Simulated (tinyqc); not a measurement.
Worked calculation (part 1 of 3): UHF in the sto-6g basis, for NH3+, spin multiplicity 2. Computed by tinyqc, a small Python program that keeps every step (integrals from PySCF). Settings: charge = 1, multiplicity = 2, basis = sto-6g, energy threshold = 1e-09, iteration cap = 55, orthogonalisation = symmetric, start = core, DIIS depth = 0, method = UHF. Command: `OMP_NUM_THREADS=1 python tinyqc.py 21610 21611 out.jsonl` (the two numbers bound the seeds that draw the settings). One thread of a shared host (Intel(R) Xeon(R) Processor @ 2.60GHz), about 0.3 s of CPU time with the checks. Later iterations appear only in the table of the cycle.

## One-electron integrals

Geometry (angstrom):
```
atom        x        y       z
N      0.0000   0.0000  0.3730
H      1.1540   0.0000  0.0000
H     -0.5770   0.9990  0.0000
H     -0.5770  -0.9990  0.0000
```

Basis sto-6g: exponents (1/bohr^2) and contraction coefficients of normalised primitives:
```
element  l (shell)   exponent  coefficient
N            s (1)  1027.8285       0.0092
N            s (1)   188.4512       0.0494
N            s (1)    52.7219       0.1685
N            s (1)    18.1114       0.3706
N            s (1)     7.0332       0.4165
N            s (1)     2.8967       0.1303
N            s (2)    39.1988      -0.0133
N            s (2)     7.7585      -0.0470
N            s (2)     2.4113      -0.0338
N            s (2)     0.9277       0.2502
N            s (2)     0.4029       0.5951
N            s (2)     0.1847       0.2407
N            p (3)    39.1988       0.0038
N            p (3)     7.7585       0.0377
N            p (3)     2.4113       0.1739
N            p (3)     0.9277       0.4180
N            p (3)     0.4029       0.4259
N            p (3)     0.1847       0.1017
H            s (1)    35.5232       0.0092
H            s (1)     6.5131       0.0494
H            s (1)     1.8221       0.1685
H            s (1)     0.6260       0.3706
H            s (1)     0.2431       0.4165
H            s (1)     0.1001       0.1303
```

Overlap, kinetic and nuclear-attraction integrals over the contracted functions; the nuclear repulsion is the sum of Za Zb / Rab.

nuclear repulsion = 9.959022 hartree

overlap S:
```
         1N 1s   1N 2s   1N 2px   1N 2py   1N 2pz    2H 1s    3H 1s    4H 1s
1N 1s   1.0000  0.2294   0.0000   0.0000   0.0000   0.0380   0.0380   0.0380
1N 2s   0.2294  1.0000   0.0000   0.0000   0.0000   0.3794   0.3796   0.3796
1N 2px  0.0000  0.0000   1.0000   0.0000   0.0000   0.3468  -0.1735  -0.1735
1N 2py  0.0000  0.0000   0.0000   1.0000   0.0000   0.0000   0.3004  -0.3004
1N 2pz  0.0000  0.0000   0.0000   0.0000   1.0000  -0.1121  -0.1122  -0.1122
2H 1s   0.0380  0.3794   0.3468   0.0000  -0.1121   1.0000   0.1202   0.1202
3H 1s   0.0380  0.3796  -0.1735   0.3004  -0.1122   0.1202   1.0000   0.1203
4H 1s   0.0380  0.3796  -0.1735  -0.3004  -0.1122   0.1202   0.1203   1.0000
```

kinetic energy T (hartree):
```
          1N 1s    1N 2s   1N 2px   1N 2py   1N 2pz    2H 1s    3H 1s    4H 1s
1N 1s   22.2364  -0.6787   0.0000   0.0000   0.0000  -0.0078  -0.0078  -0.0078
1N 2s   -0.6787   0.6329   0.0000   0.0000   0.0000   0.0557   0.0558   0.0558
1N 2px   0.0000   0.0000   1.9013   0.0000   0.0000   0.1568  -0.0785  -0.0785
1N 2py   0.0000   0.0000   0.0000   1.9013   0.0000   0.0000   0.1359  -0.1359
1N 2pz   0.0000   0.0000   0.0000   0.0000   1.9013  -0.0507  -0.0507  -0.0507
2H 1s   -0.0078   0.0557   0.1568   0.0000  -0.0507   0.7685  -0.0116  -0.0116
3H 1s   -0.0078   0.0558  -0.0785   0.1359  -0.0507  -0.0116   0.7685  -0.0116
4H 1s   -0.0078   0.0558  -0.0785  -0.1359  -0.0507  -0.0116  -0.0116   0.7685
```

nuclear attraction V (hartree):
```
           1N 1s    1N 2s   1N 2px   1N 2py   1N 2pz    2H 1s    3H 1s    4H 1s
1N 1s   -47.9827  -4.9474   0.0000   0.0000   0.0108  -0.9305  -0.9313  -0.9313
1N 2s    -4.9474  -8.1246   0.0001   0.0000   0.1247  -2.4218  -2.4231  -2.4231
1N 2px    0.0000   0.0001  -8.1557   0.0000   0.0000  -2.0037   1.0026   1.0026
1N 2py    0.0000   0.0000   0.0000  -8.1557   0.0000   0.0000  -1.7359   1.7359
1N 2pz    0.0108   0.1247   0.0000   0.0000  -8.0616   0.6750   0.6755   0.6755
2H 1s    -0.9305  -2.4218  -2.0037   0.0000   0.6750  -4.7833  -0.6362  -0.6362
3H 1s    -0.9313  -2.4231   1.0026  -1.7359   0.6755  -0.6362  -4.7841  -0.6368
4H 1s    -0.9313  -2.4231   1.0026   1.7359   0.6755  -0.6362  -0.6368  -4.7841
```

core Hamiltonian H = T + V (hartree):
```
           1N 1s    1N 2s   1N 2px   1N 2py   1N 2pz    2H 1s    3H 1s    4H 1s
1N 1s   -25.7463  -5.6262   0.0000   0.0000   0.0108  -0.9383  -0.9390  -0.9390
1N 2s    -5.6262  -7.4917   0.0001   0.0000   0.1247  -2.3661  -2.3673  -2.3673
1N 2px    0.0000   0.0001  -6.2544   0.0000   0.0000  -1.8469   0.9241   0.9241
1N 2py    0.0000   0.0000   0.0000  -6.2544   0.0000   0.0000  -1.6000   1.6000
1N 2pz    0.0108   0.1247   0.0000   0.0000  -6.1603   0.6243   0.6248   0.6248
2H 1s    -0.9383  -2.3661  -1.8469   0.0000   0.6243  -4.0147  -0.6478  -0.6478
3H 1s    -0.9390  -2.3673   0.9241  -1.6000   0.6248  -0.6478  -4.0156  -0.6484
4H 1s    -0.9390  -2.3673   0.9241   1.6000   0.6248  -0.6478  -0.6484  -4.0156
```

## Two-electron integrals

Functions are numbered as in S; the eight-fold symmetry (ij|kl) = (ji|kl) = (kl|ij) leaves the list below.

Two-electron integrals (ij|kl) in chemists' order, unique and non-zero (hartree):
```
(11|11) 4.1687      (21|11) 0.5836      (21|21) 0.1041      (22|11) 0.9685
(22|21) 0.2145      (22|22) 0.7084      (31|31) 0.0221      (32|31) 0.0336
(32|32) 0.1566      (33|11) 0.9685      (33|21) 0.2145      (33|22) 0.7084
(33|33) 0.7632      (41|41) 0.0221      (42|41) 0.0336      (42|42) 0.1566
(43|43) 0.0411      (44|11) 0.9685      (44|21) 0.2145      (44|22) 0.7084
(44|33) 0.6810      (44|44) 0.7632      (51|51) 0.0221      (52|51) 0.0336
(52|52) 0.1566      (53|53) 0.0411      (54|54) 0.0411      (55|11) 0.9685
(55|21) 0.2145      (55|22) 0.7084      (55|33) 0.6810      (55|44) 0.6810
(55|55) 0.7632      (61|11) 0.1027      (61|21) 0.0176      (61|22) 0.0355
(61|31) 0.0009      (61|32) 0.0018      (61|33) 0.0356      (61|44) 0.0354
(61|51) -3.04e-04   (61|52) -0.0006     (61|53) -8.53e-05   (61|55) 0.0354
(61|61) 0.0030      (62|11) 0.2668      (62|21) 0.0600      (62|22) 0.2210
(62|31) 0.0051      (62|32) 0.0388      (62|33) 0.2289      (62|44) 0.2165
(62|51) -0.0017     (62|52) -0.0125     (62|53) -0.0040     (62|55) 0.2178
(62|61) 0.0103      (62|62) 0.0911      (63|11) 0.2091      (63|21) 0.0476
(63|22) 0.1865      (63|31) 0.0097      (63|32) 0.0658      (63|33) 0.2029
(63|44) 0.1778      (63|51) -0.0011     (63|52) -0.0097     (63|53) -0.0056
(63|55) 0.1788      (63|61) 0.0085      (63|62) 0.0922      (63|63) 0.1033
(64|41) 0.0063      (64|42) 0.0357      (64|43) 0.0077      (64|54) -0.0025
(64|64) 0.0115      (65|11) -0.0676     (65|21) -0.0154     (65|22) -0.0603
(65|31) -0.0011     (65|32) -0.0097     (65|33) -0.0606     (65|44) -0.0575
(65|51) 0.0066      (65|52) 0.0389      (65|53) 0.0087      (65|55) -0.0627
(65|61) -0.0028     (65|62) -0.0298     (65|63) -0.0297     (65|65) 0.0211
(66|11) 0.4303      (66|21) 0.0985      (66|22) 0.4153      (66|31) 0.0101
(66|32) 0.1051      (66|33) 0.4473      (66|44) 0.3966      (66|51) -0.0033
(66|52) -0.0340     (66|53) -0.0164     (66|55) 0.4019      (66|61) 0.0171
(66|62) 0.2239      (66|63) 0.2533      (66|65) -0.0819     (66|66) 0.7750
(71|11) 0.1028      (71|21) 0.0176      (71|22) 0.0355      (71|31) -4.70e-04
(71|32) -0.0009     (71|33) 0.0355      (71|41) 0.0008      (71|42) 0.0016
(71|43) -1.14e-04   (71|44) 0.0356      (71|51) -3.04e-04   (71|52) -0.0006
(71|53) 4.27e-05    (71|54) -7.39e-05   (71|55) 0.0354      (71|61) 0.0030
(71|62) 0.0098      (71|63) 0.0076      (71|64) 2.96e-04    (71|65) -0.0026
(71|66) 0.0161      (71|71) 0.0030      (72|11) 0.2670      (72|21) 0.0600
(72|22) 0.2212      (72|31) -0.0026     (72|32) -0.0194     (72|33) 0.2197
(72|41) 0.0044      (72|42) 0.0336      (72|43) -0.0054     (72|44) 0.2259
(72|51) -0.0017     (72|52) -0.0125     (72|53) 0.0020      (72|54) -0.0035
(72|55) 0.2179      (72|61) 0.0098      (72|62) 0.0675      (72|63) 0.0531
(72|64) 0.0077      (72|65) -0.0215     (72|66) 0.1296      (72|71) 0.0103
(72|72) 0.0912      (73|11) -0.1046     (73|21) -0.0238     (73|22) -0.0933
(73|31) 0.0071      (73|32) 0.0433      (73|33) -0.0978     (73|41) -0.0015
(73|42) -0.0130     (73|43) 0.0088      (73|44) -0.0926     (73|51) 0.0006
(73|52) 0.0049      (73|53) -0.0033     (73|54) 0.0014      (73|55) -0.0895
(73|61) -0.0036     (73|62) -0.0199     (73|63) -0.0084     (73|64) -0.0016
(73|65) 0.0062      (73|66) -0.0314     (73|71) -0.0043     (73|72) -0.0462
(73|73) 0.0345      (74|11) 0.1811      (74|21) 0.0413      (74|22) 0.1615
(74|31) -0.0015     (74|32) -0.0130     (74|33) 0.1561      (74|41) 0.0089
(74|42) 0.0583      (74|43) -0.0075     (74|44) 0.1736      (74|51) -0.0010
(74|52) -0.0084     (74|53) 0.0014      (74|54) -0.0048     (74|55) 0.1549
(74|61) 0.0067      (74|62) 0.0498      (74|63) 0.0391      (74|64) 0.0132
(74|65) -0.0155     (74|66) 0.0968      (74|71) 0.0074      (74|72) 0.0799
(74|73) -0.0398     (74|74) 0.0804      (75|11) -0.0676     (75|21) -0.0154
(75|22) -0.0603     (75|31) 0.0006      (75|32) 0.0049      (75|33) -0.0583
(75|41) -0.0010     (75|42) -0.0084     (75|43) 0.0014      (75|44) -0.0599
(75|51) 0.0066      (75|52) 0.0389      (75|53) -0.0043     (75|54) 0.0075
(75|55) -0.0628     (75|61) -0.0026     (75|62) -0.0215     (75|63) -0.0166
(75|64) -0.0024     (75|65) 0.0147      (75|66) -0.0441     (75|71) -0.0028
(75|72) -0.0298     (75|73) 0.0149      (75|74) -0.0257     (75|75) 0.0211
(76|11) 0.0669      (76|21) 0.0152      (76|22) 0.0595      (76|31) 0.0005
(76|32) 0.0044      (76|33) 0.0596      (76|41) 0.0009      (76|42) 0.0077
(76|43) 3.22e-04    (76|44) 0.0600      (76|51) -0.0007     (76|52) -0.0057
(76|53) -0.0007     (76|54) -0.0012     (76|55) 0.0589      (76|61) 0.0026
(76|62) 0.0231      (76|63) 0.0218      (76|64) 0.0024      (76|65) -0.0084
(76|66) 0.0559      (76|71) 0.0026      (76|72) 0.0231      (76|73) -0.0088
(76|74) 0.0201      (76|75) -0.0084     (76|76) 0.0073      (77|11) 0.4304
(77|21) 0.0985      (77|22) 0.4154      (77|31) -0.0050     (77|32) -0.0526
(77|33) 0.4094      (77|41) 0.0087      (77|42) 0.0910      (77|43) -0.0220
(77|44) 0.4347      (77|51) -0.0033     (77|52) -0.0340     (77|53) 0.0082
(77|54) -0.0142     (77|55) 0.4020      (77|61) 0.0161      (77|62) 0.1296
(77|63) 0.0995      (77|64) 0.0212      (77|65) -0.0440     (77|66) 0.2638
(77|71) 0.0171      (77|72) 0.2240      (77|73) -0.1267     (77|74) 0.2194
(77|75) -0.0819     (77|76) 0.0559      (77|77) 0.7750      (81|11) 0.1028
(81|21) 0.0176      (81|22) 0.0355      (81|31) -4.70e-04   (81|32) -0.0009
(81|33) 0.0355      (81|41) -0.0008     (81|42) -0.0016     (81|43) 1.14e-04
(81|44) 0.0356      (81|51) -3.04e-04   (81|52) -0.0006     (81|53) 4.27e-05
(81|54) 7.39e-05    (81|55) 0.0354      (81|61) 0.0030      (81|62) 0.0098
(81|63) 0.0076      (81|64) -2.96e-04   (81|65) -0.0026     (81|66) 0.0161
(81|71) 0.0030      (81|72) 0.0098      (81|73) -0.0041     (81|74) 0.0065
(81|75) -0.0026     (81|76) 0.0025      (81|77) 0.0161      (81|81) 0.0030
(82|11) 0.2670      (82|21) 0.0600      (82|22) 0.2212      (82|31) -0.0026
(82|32) -0.0194     (82|33) 0.2197      (82|41) -0.0044     (82|42) -0.0336
(82|43) 0.0054      (82|44) 0.2259      (82|51) -0.0017     (82|52) -0.0125
(82|53) 0.0020      (82|54) 0.0035      (82|55) 0.2179      (82|61) 0.0098
(82|62) 0.0675      (82|63) 0.0531      (82|64) -0.0077     (82|65) -0.0215
(82|66) 0.1296      (82|71) 0.0098      (82|72) 0.0675      (82|73) -0.0332
(82|74) 0.0422      (82|75) -0.0215     (82|76) 0.0179      (82|77) 0.1297
(82|81) 0.0103      (82|82) 0.0912      (83|11) -0.1046     (83|21) -0.0238
(83|22) -0.0933     (83|31) 0.0071      (83|32) 0.0433      (83|33) -0.0978
(83|41) 0.0015      (83|42) 0.0130      (83|43) -0.0088     (83|44) -0.0926
(83|51) 0.0006      (83|52) 0.0049      (83|53) -0.0033     (83|54) -0.0014
(83|55) -0.0895     (83|61) -0.0036     (83|62) -0.0199     (83|63) -0.0084
(83|64) 0.0016      (83|65) 0.0062      (83|66) -0.0314     (83|71) -0.0041
(83|72) -0.0332     (83|73) 0.0241      (83|74) -0.0204     (83|75) 0.0104
(83|76) -0.0067     (83|77) -0.0682     (83|81) -0.0043     (83|82) -0.0462
(83|83) 0.0345      (84|11) -0.1811     (84|21) -0.0413     (84|22) -0.1615
(84|31) 0.0015      (84|32) 0.0130      (84|33) -0.1561     (84|41) 0.0089
(84|42) 0.0583      (84|43) -0.0075     (84|44) -0.1736     (84|51) 0.0010
(84|52) 0.0084      (84|53) -0.0014     (84|54) -0.0048     (84|55) -0.1549
(84|61) -0.0067     (84|62) -0.0498     (84|63) -0.0391     (84|64) 0.0132
(84|65) 0.0155      (84|66) -0.0968     (84|71) -0.0065     (84|72) -0.0422
(84|73) 0.0204      (84|74) -0.0192     (84|75) 0.0132      (84|76) -0.0117
(84|77) -0.0756     (84|81) -0.0074     (84|82) -0.0799     (84|83) 0.0398
(84|84) 0.0804      (85|11) -0.0676     (85|21) -0.0154     (85|22) -0.0603
(85|31) 0.0006      (85|32) 0.0049      (85|33) -0.0583     (85|41) 0.0010
(85|42) 0.0084      (85|43) -0.0014     (85|44) -0.0599     (85|51) 0.0066
(85|52) 0.0389      (85|53) -0.0043     (85|54) -0.0075     (85|55) -0.0628
(85|61) -0.0026     (85|62) -0.0215     (85|63) -0.0166     (85|64) 0.0024
(85|65) 0.0147      (85|66) -0.0441     (85|71) -0.0026     (85|72) -0.0215
(85|73) 0.0104      (85|74) -0.0132     (85|75) 0.0147      (85|76) -0.0063
(85|77) -0.0441     (85|81) -0.0028     (85|82) -0.0298     (85|83) 0.0149
(85|84) 0.0257      (85|85) 0.0211      (86|11) 0.0669      (86|21) 0.0152
(86|22) 0.0595      (86|31) 0.0005      (86|32) 0.0044      (86|33) 0.0596
(86|41) -0.0009     (86|42) -0.0077     (86|43) -3.22e-04   (86|44) 0.0600
(86|51) -0.0007     (86|52) -0.0057     (86|53) -0.0007     (86|54) 0.0012
(86|55) 0.0589      (86|61) 0.0026      (86|62) 0.0231      (86|63) 0.0218
(86|64) -0.0024     (86|65) -0.0084     (86|66) 0.0559      (86|71) 0.0025
(86|72) 0.0179      (86|73) -0.0067     (86|74) 0.0117      (86|75) -0.0063
(86|76) 0.0058      (86|77) 0.0351      (86|81) 0.0026      (86|82) 0.0231
(86|83) -0.0088     (86|84) -0.0201     (86|85) -0.0084     (86|86) 0.0073
(87|11) 0.0670      (87|21) 0.0152      (87|22) 0.0595      (87|31) -0.0010
(87|32) -0.0089     (87|33) 0.0602      (87|44) 0.0595      (87|51) -0.0007
(87|52) -0.0058     (87|53) 0.0014      (87|55) 0.0589      (87|61) 0.0025
(87|62) 0.0179      (87|63) 0.0135      (87|65) -0.0063     (87|66) 0.0351
(87|71) 0.0026      (87|72) 0.0231      (87|73) -0.0130     (87|74) 0.0177
(87|75) -0.0084     (87|76) 0.0058      (87|77) 0.0560      (87|81) 0.0026
(87|82) 0.0231      (87|83) -0.0130     (87|84) -0.0177     (87|85) -0.0084
(87|86) 0.0058      (87|87) 0.0074      (88|11) 0.4304      (88|21) 0.0985
(88|22) 0.4154      (88|31) -0.0050     (88|32) -0.0526     (88|33) 0.4094
(88|41) -0.0087     (88|42) -0.0910     (88|43) 0.0220      (88|44) 0.4347
(88|51) -0.0033     (88|52) -0.0340     (88|53) 0.0082      (88|54) 0.0142
(88|55) 0.4020      (88|61) 0.0161      (88|62) 0.1296      (88|63) 0.0995
(88|64) -0.0212     (88|65) -0.0440     (88|66) 0.2638      (88|71) 0.0161
(88|72) 0.1297      (88|73) -0.0682     (88|74) 0.0756      (88|75) -0.0441
(88|76) 0.0351      (88|77) 0.2639      (88|81) 0.0171      (88|82) 0.2240
(88|83) -0.1267     (88|84) -0.2194     (88|85) -0.0819     (88|86) 0.0559
(88|87) 0.0560      (88|88) 0.7750
```

## Orthogonalisation

S = U s U^T; symmetric (Loewdin) form X = U s^(-1/2) U^T, so that X^T S X = 1.

eigenvalues of S: 0.3964  0.5108  0.5109  0.9298  1.0545  1.3690  1.3690  1.8598

X:
```
          1N 1s    1N 2s   1N 2px   1N 2py   1N 2pz    2H 1s    3H 1s    4H 1s
1N 1s    1.0228  -0.1381   0.0000   0.0000   0.0056   0.0176   0.0176   0.0176
1N 2s   -0.1381   1.2202  -0.0001   0.0000  -0.0578  -0.2209  -0.2211  -0.2211
1N 2px   0.0000  -0.0001   1.0888   0.0000   0.0000  -0.2200   0.1101   0.1101
1N 2py   0.0000   0.0000   0.0000   1.0888   0.0000   0.0000  -0.1906   0.1906
1N 2pz   0.0056  -0.0578   0.0000   0.0000   1.0167   0.0641   0.0642   0.0642
2H 1s    0.0176  -0.2209  -0.2200   0.0000   0.0641   1.1342  -0.0308  -0.0308
3H 1s    0.0176  -0.2211   0.1101  -0.1906   0.0642  -0.0308   1.1343  -0.0308
4H 1s    0.0176  -0.2211   0.1101   0.1906   0.0642  -0.0308  -0.0308   1.1343
```

## Starting guess

The start is the orbitals of the core Hamiltonian; D(s) = C_occ C_occ^T for each spin.

D(alpha) at the start:
```
          1N 1s    1N 2s   1N 2px   1N 2py   1N 2pz    2H 1s    3H 1s    4H 1s
1N 1s    1.0636  -0.2938   0.0000   0.0000   0.0158   0.0353   0.0353   0.0353
1N 2s   -0.2938   1.3487  -0.0001   0.0000  -0.0945  -0.1537  -0.1538  -0.1538
1N 2px   0.0000  -0.0001   1.1522   0.0000   0.0000  -0.1832   0.0917   0.0917
1N 2py   0.0000   0.0000   0.0000   1.1522   0.0000   0.0000  -0.1587   0.1587
1N 2pz   0.0158  -0.0945   0.0000   0.0000   1.0297   0.0563   0.0563   0.0563
2H 1s    0.0353  -0.1537  -0.1832   0.0000   0.0563   0.0487   0.0050   0.0050
3H 1s    0.0353  -0.1538   0.0917  -0.1587   0.0563   0.0050   0.0487   0.0050
4H 1s    0.0353  -0.1538   0.0917   0.1587   0.0563   0.0050   0.0050   0.0487
```

D(beta) at the start:
```
          1N 1s    1N 2s   1N 2px   1N 2py   1N 2pz    2H 1s    3H 1s    4H 1s
1N 1s    1.0601  -0.2780   0.0000   0.0000   0.0725   0.0360   0.0361   0.0361
1N 2s   -0.2780   1.2763  -0.0001   0.0000  -0.3542  -0.1572  -0.1573  -0.1573
1N 2px   0.0000  -0.0001   1.1522   0.0000   0.0001  -0.1832   0.0917   0.0917
1N 2py   0.0000   0.0000   0.0000   1.1522   0.0000   0.0000  -0.1587   0.1587
1N 2pz   0.0725  -0.3542   0.0001   0.0000   0.0983   0.0436   0.0437   0.0437
2H 1s    0.0360  -0.1572  -0.1832   0.0000   0.0436   0.0485   0.0048   0.0048
3H 1s    0.0361  -0.1573   0.0917  -0.1587   0.0437   0.0048   0.0485   0.0048
4H 1s    0.0361  -0.1573   0.0917   0.1587   0.0437   0.0048   0.0048   0.0485
```
